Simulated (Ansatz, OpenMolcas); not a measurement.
**How basis sets differ on SiH2 (SMILES [SiH2])**

SiH2 has 3 atoms, charge 0, and is taken as a singlet. As SMILES, `[SiH2]`. Geometry: relaxed at PBE0-D4/def2-TZVP.

| atom | x (Å) | y (Å) | z (Å) |
| --- | --- | --- | --- |
| Si | -0.4912 | 0.4686 | -0.2136 |
| H | 0.8403 | 0.5786 | 0.5225 |
| H | -0.3491 | -1.0472 | -0.3089 |

Quantity: the vertical ionisation energy (to the doublet cation), in eV. The values are calculated.

```json
{"level": "HF/STO-3G", "kind": "Hartree–Fock", "program": "OpenMolcas", "value (eV)": "5.93"}
{"level": "HF/3-21G", "kind": "Hartree–Fock", "program": "Ansatz", "value (eV)": "8.48"}
{"level": "HF/pcseg-0", "kind": "Hartree–Fock", "program": "OpenMolcas", "value (eV)": "8.59"}
{"level": "HF/pcseg-0, open shells restricted", "kind": "Hartree–Fock", "program": "OpenMolcas", "value (eV)": "8.62"}
{"level": "HF/6-31G* (spherical functions)", "kind": "Hartree–Fock", "program": "OpenMolcas", "value (eV)": "8.44"}
{"level": "HF/6-31G* (spherical functions), open shells restricted", "kind": "Hartree–Fock", "program": "OpenMolcas", "value (eV)": "8.48"}
{"level": "HF/cc-pVDZ", "kind": "Hartree–Fock", "program": "Ansatz", "value (eV)": "8.43"}
{"level": "HF/aug-cc-pVTZ", "kind": "Hartree–Fock", "program": "OpenMolcas", "value (eV)": "8.41"}
```

The values span 5.93 to 8.62 eV. Without the sets that lack polarisation functions the rows with a basis span only 8.41 to 8.48 eV.
